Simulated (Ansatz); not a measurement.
**H₂B–O⁺, triplet: the ladder up to UCCSDT(Q)**

Geometry: that of the H2B–O, doublet, kept fixed.

```xyz
4

B     0.0000    0.0000    0.6689
O     0.0000    0.0000   -0.6123
H     0.0000    1.0503    1.2721
H     0.0000   -1.0503    1.2721
```

Basis cc-pVDZ; Ansatz 0.2.0. Correlated methods freeze the noble-gas cores, which leaves 10 electrons in 36 orbitals. R marks a restricted (for open shells ROHF) determinant, U an unrestricted one. Active spaces: valence = (10e, 10o) chosen from the atoms' valence shells.

Full CI isn't at hand for all of this; UCCSDT(Q) serves as the reference, and is uncertain by the last step of the cluster series or more. The frozen core follows each run's orbitals, which can shift R against U totals by a few meV.

The UHF ⟨S²⟩ is 2.034. The T1 diagnostic (RCCSD) is 0.0590. The largest doubles amplitude (RCCSD) is 0.063 and the T1 diagnostic (UCCSD) is 0.0386.

Task: From what is known of these methods and the diagnostics, rank them by the size of their error in total energy against UCCSDT(Q) in cc-pVDZ, smallest first (an estimate: the text doesn't fix the numbers).
A. RMP2
B. NEVPT4(SD) (valence space)
C. CASSCF (valence space)
D. UHF
E. NEVPT2 (valence space)

Result: B (9.3 kJ/mol), E (79.2 kJ/mol), A (120.3 kJ/mol), C (398.9 kJ/mol), D (613.5 kJ/mol).

All errors are against UCCSDT(Q) in cc-pVDZ. T1 is large (0.059) while the doubles stay small, which points to orbital relaxation. Within each family the higher level lies nearer, as is usual though not guaranteed.

Natural occupations of CASSCF (valence space) about the gap: 1.995 1.983 1.973 1.965 1.012 0.991 0.023 0.022 0.021 0.015; effectively unpaired electrons, Σ n²(2−n)², 2.01.
